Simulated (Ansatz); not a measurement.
# MgNH (singlet): from Hartree-Fock to the top rungs at distance N1–Mg2 = 4.928 Å, 6-31G

One table from this session's results is given with a row withheld; the runs are named, their logs left out.

Program: Ansatz 0.2.0, Gaussian basis. Level of theory: 6-31G, core rule «outside noble gas», up to 6 orbitals frozen. These are calculated values, not measurements.

The runs, in order: UHF; CCSD(T) on RHF; CCSD(T) on UHF; BCCD(T) on RHF; CISD; CCSDT(Q) on RHF; CCSDT(Q) on UHF; CCSDTQ on RHF; CCSDTQ on UHF; CASSCF and MRCISD+Q, 2 electrons in 2 orbitals; CASSCF and NEVPT2, 2 electrons in 2 orbitals; CASSCF and MRCISD+Q, 8 electrons in 9 orbitals; CASSCF and NEVPT2, 8 electrons in 9 orbitals; Full CI.

41 further runs of the same task are left out: 14 for a known fault of the program, 22 that didn't finish, 5 set aside as unsound or not needed.

**The system**

The geometry derives from a PBE0/def2-TZVP stationary point (not a proven minimum). One bond is set to the value named and the two fragments are kept rigid.

3 atoms, charge 0, spin multiplicity 1.

Atoms are counted from 1 here; the program's logs count them from 0.

Bond lengths: N1–H3 1.028 Å.

The first run:

File in.yaml:

```yaml
crystal:
  periodic: [false, false, false]
  atoms:
    - {symbol: N, position_ang: [0.000000, -0.447965, 1.491960]}
    - {symbol: Mg, position_ang: [0.000000, -0.035331, -3.418734]}
    - {symbol: H, position_ang: [0.000000, 0.483297, 1.926774]}
basis:
  gaussian: {orbitals: 6-31G}
magnetization: {spin_polarized: true, initial_magnetization: 0}
hamiltonian: {xc: hf}
output: {orbitals: {seedname: orbitals}}
```

Run with:

```console
$ ansatz run in.yaml --threads 1 --pin off --events-out ev --progress --plain --max-ram 2393MiB
```

Among the steps run: UHF; CCSD(T) on RHF; CCSD(T) on UHF; BCCD(T) on RHF; CISD; CCSDT(Q) on RHF; CCSDT(Q) on UHF; CCSDTQ on RHF; CCSDTQ on UHF; CASSCF and MRCISD+Q, 2 electrons in 2 orbitals; CASSCF and NEVPT2, 2 electrons in 2 orbitals; CASSCF and MRCISD+Q, 8 electrons in 9 orbitals; CASSCF and NEVPT2, 8 electrons in 9 orbitals; Full CI.

One table of the session follows, with a row left open; its other results are not shown here.

| method | from FCI (kcal/mol) |
| --- | --- |
| RHF | +85.40 |
| RMP2 | +29.72 |
| CISD | +13.76 |
| RCCSD | +5.65 |
| RCCSD(T) | +2.71 |
| BCCD(T) | +2.71 |
| RCCSDT | +0.23 |
| RCCSDT(Q) | -0.05 |
| RCCSDTQ | +0.03 |
| CASSCF pair | +64.32 |
| NEVPT2 pair | +17.19 |
| MRCISD pair | +4.41 |
| MRCISD+Q pair | -0.83 |
| CASSCF valence | +30.93 |
| NEVPT2 valence | ? |
| MRCISD valence | +0.69 |
| MRCISD+Q valence | +0.07 |
| FCI | 0 |

Q: Estimate the row for NEVPT2 valence from the others.

The run gave: from FCI (kcal/mol): +7.37. In the column «from FCI (kcal/mol)» it lies between RCCSD (+5.65) and CISD (+13.76).

Left out of the table: UHF, UMP2, UCCSD, UCCSD(T), UCCSDT, UCCSDT(Q), UCCSDTQ (another determinant or state than the rows shown).

Limits of these values: The report flags that the cluster equations may have other roots. The program flags RCCSDT(Q), RCCSDTQ as in doubt, so those rows may rest on another solution; read them beside their warnings. RCCSDT(Q), MRCISD+Q pair fall below full CI, which methods that aren't variational can do.
